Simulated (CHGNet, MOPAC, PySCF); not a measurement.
Zinc-blende AlP, equilibrium lattice constant a

Reference value: 5.451 Å (measured, static lattice: zero-point anharmonic expansion removed; as tabulated in Mejia-Rodriguez and Trickey (2018), arXiv:1807.09216).

```json
[
 {"level (code)": "PM6 semi-empirical Hartree-Fock (MOPAC)", "value (Å)": "5.514"},
 {"level (code)": "CHGNet 0.3.0", "value (Å)": "5.512"},
 {"level (code)": "PBE (PySCF)", "value (Å)": "5.516 ± 0.02"},
 {"level (code)": "PBE0 (PySCF)", "value (Å)": "___"},
 {"level (code)": "MP2 (PySCF)", "value (Å)": "5.441 ± 0.02"}
]
```

Problem. Complete the blanks.

Solution. 
- PBE0 (PySCF), value (Å): 5.476 ± 0.02

Errors against the reference: PM6 semi-empirical Hartree-Fock (MOPAC) +1.16 %, CHGNet 0.3.0 +1.12 %, PBE +1.19 %, PBE0 +0.46 %, MP2 -0.18 %.

Once the reference is moved by up to 0.10 % (a margin picked here for doubts on the reference and the settings) and values within 0.10 % count as equal, the nearest can be MP2 (-0.18 %) or PBE0 (+0.46 %). By the same margin the farthest can be PBE (+1.19 %), PM6 semi-empirical Hartree-Fock (MOPAC) (+1.16 %) or CHGNet 0.3.0 (+1.12 %). Within 2 %: PM6 semi-empirical Hartree-Fock (MOPAC), CHGNet 0.3.0, PBE, PBE0, MP2.

A ± on a computed value is a rough bar: the spread of its extrapolation, a floor set from checks against published values, or a statistical error. PM6 semi-empirical Hartree-Fock (MOPAC): the method was fitted mainly to molecules. PM6 semi-empirical Hartree-Fock (MOPAC): the run uses a supercell at the zone centre in place of a k mesh.

Machine-learned potentials (CHGNet 0.3.0) are trained on DFT data: a solid inside that data is no test of them.

Differences are worked out from the printed values.
